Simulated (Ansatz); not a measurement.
# CH5 (doublet): wave-function methods side by side at distance C1–H5 along a hydrogen transfer = 1.443 Å, 6-31G

Aim: climb from Hartree-Fock through coupled cluster and multireference methods for CH5 (doublet) at one geometry and basis, and see what each rung misses.

Program: Ansatz 0.2.0, Gaussian basis. Level of theory: 6-31G, core rule «outside noble gas», up to 1 orbitals frozen. These are calculated values, not measurements.

To be run: UHF; CCSD(T) on ROHF; CCSD(T) on UHF; BCCD(T) on ROHF; CISD; CCSDT(Q) on ROHF; CCSDT(Q) on UHF; CCSDTQ on ROHF; CASSCF and MRCISD+Q, 3 electrons in 3 orbitals; CASSCF and NEVPT2, 3 electrons in 3 orbitals; CASSCF and MRCISD+Q, 9 electrons in 9 orbitals; CASSCF and NEVPT2, 9 electrons in 9 orbitals; Full CI.

7 further runs of the same task are left out: 1 for a mislabelled method, 5 that didn't finish, 1 set aside as unsound or not needed.

## 1. The geometry

The geometry derives from fragments relaxed apart (PBE0/def2-TZVP) and kept rigid, so it is no stationary point. A hydrogen atom is moved between rigid fragments.

6 atoms, charge 0, spin multiplicity 2.

Atoms are counted from 1 here; the program's logs count them from 0.

Bond lengths: C1–H2 1.090 Å, C1–H3 1.090 Å, C1–H4 1.090 Å. Angles: H2–C1–H3 109.5°, H2–C1–H4 109.5°, H3–C1–H4 109.5°.

As a file:

```
atom    x (Å)    y (Å)    z (Å)
  C1  -0.1586   0.0000   0.0000
  H2  -0.5218   1.0273   0.0000
  H3  -0.5218  -0.5137   0.8897
  H4  -0.5218  -0.5137  -0.8897
  H5   1.2844   0.0000   0.0000
  H6   2.1704   0.0000   0.0000
```

## 2. UHF

Input file in.yaml:

```yaml
crystal:
  periodic: [false, false, false]
  atoms:
    - {symbol: C, position_ang: [-0.158570, 0.000000, 0.000000]}
    - {symbol: H, position_ang: [-0.521776, 1.027301, 0.000000]}
    - {symbol: H, position_ang: [-0.521776, -0.513650, 0.889668]}
    - {symbol: H, position_ang: [-0.521776, -0.513650, -0.889669]}
    - {symbol: H, position_ang: [1.284430, 0.000000, 0.000000]}
    - {symbol: H, position_ang: [2.170430, 0.000000, 0.000000]}
basis:
  gaussian: {orbitals: 6-31G}
magnetization: {spin_polarized: true, initial_magnetization: 1}
hamiltonian: {xc: hf}
output: {orbitals: {seedname: orbitals}}
```

Run with:

```console
$ ansatz run in.yaml --threads 1 --pin off --events-out ev --progress --plain --max-ram 2393MiB
```

Further steps of the session: CCSD(T) on ROHF; CCSD(T) on UHF; BCCD(T) on ROHF; CISD; CCSDT(Q) on ROHF; CCSDT(Q) on UHF; CCSDTQ on ROHF; CASSCF and MRCISD+Q, 3 electrons in 3 orbitals; CASSCF and NEVPT2, 3 electrons in 3 orbitals; CASSCF and MRCISD+Q, 9 electrons in 9 orbitals; CASSCF and NEVPT2, 9 electrons in 9 orbitals; Full CI.

Q: Predict the results of all the runs planned. Wanted: FCI below the RHF energy; RMP2 from FCI; UMP2 from FCI; RCCSD from FCI; RCCSD(T) from FCI; UCCSD(T) from FCI; RCCSDT(Q) from FCI; UCCSDT(Q) from FCI; NEVPT2 pair from FCI.

The runs gave:

| quantity | value |
| --- | --- |
| FCI below the RHF energy | -3.7456 eV |
| RMP2 from FCI | +766.2 meV |
| UMP2 from FCI | +756.8 meV |
| RCCSD from FCI | +64.8 meV |
| RCCSD(T) from FCI | +11.8 meV |
| UCCSD(T) from FCI | +12.7 meV |
| RCCSDT(Q) from FCI | +0.2 meV |
| UCCSDT(Q) from FCI | +0.1 meV |
| NEVPT2 pair from FCI | +555.0 meV |
| NEVPT2 valence from FCI | +264.0 meV |
| MRCISD+Q valence from FCI | +4.0 meV |
| levels within 1 kcal/mol (43 meV) | RCCSD(T), UCCSD(T), BCCD(T), RCCSDT, UCCSDT, RCCSDT(Q), UCCSDT(Q), RCCSDTQ, MRCISD valence, MRCISD+Q valence |
| T1 diagnostic | 0.026 |
| effectively unpaired electrons | 1.03 |

**Reading.** RCCSD(T) lands +11.8 meV from the yardstick (0.3 % of the correlation energy). One determinant dominates. Of the multireference levels listed MRCISD+Q valence comes nearest in total energy (+4.0 meV), which doesn't show that its space is the better one. These misses are within one basis, not against nature; the frozen cores of restricted and unrestricted runs differ, which can shift their rows.
